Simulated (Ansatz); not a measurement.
Input for Ansatz (development build ahead of 0.2.0):

```yaml
crystal:
  periodic: [false, false, false]
  atoms:
    - { symbol: Na, position_ang: [0.0, 0.0, 0.0] }
    - { symbol: H, position_ang: [3.05312, 0.0, 2.56188] }
    - { symbol: H, position_ang: [-3.05312, 0.0, 2.56188] }
basis:
  gaussian: { orbitals: STO-3G }
total_charge: 1
hamiltonian:
  xc: hf
correlation:
  method: fci
  frozen_orbitals: { H: 0, Na: 1 }
```

The input is written out in the form of the current development build from the run's settings.

Output:

```yaml
Converged: yes
Total_energy: -160.75843 hartree
State: lowest singlet root, of any spatial symmetry
```
